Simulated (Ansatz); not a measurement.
We consider cuprite Ag₂O, described by PBE-D3(BJ) (plane waves, PAW; Ansatz, an electronic-structure program).

Settings: plane-wave cutoff 520 eV, 8×8×8 k mesh, Fermi–Dirac smearing 0.01 eV, no spin polarisation, scalar-relativistic PAW data made under PBE.

Computed points:

| V (Å³/atom) | E − E_lowest (meV/atom) | P (GPa) |
|---|---|---|
| 16.834 | 17.90 | 5.70 |
| 17.192 | 7.60 | 3.56 |
| 17.551 | 1.81 | 1.66 |
| 17.909 | 0.00 | -0.01 |
| 18.267 | 1.71 | -1.49 |
| 18.625 | 6.53 | -2.80 |
| 18.983 | 14.10 | -3.95 |

Question: Estimate the bulk modulus and its pressure derivative from these points.

Answer: V0 = 17.907 Å³/atom, B0 = 78.7 GPa, B′ = 5.2 (fit to the energies at full precision).

Measured, for comparison: equilibrium volume per atom 17.81 Å³/atom (15 K, zero-point motion not removed; as tabulated in Gupta et al. (2014), arXiv:1311.4701). Computed (rounded) less measured: equilibrium volume per atom +0.6 %.

Note: the gap of the solid is closed in this run; this level leaves the solid without a gap, although one is measured.
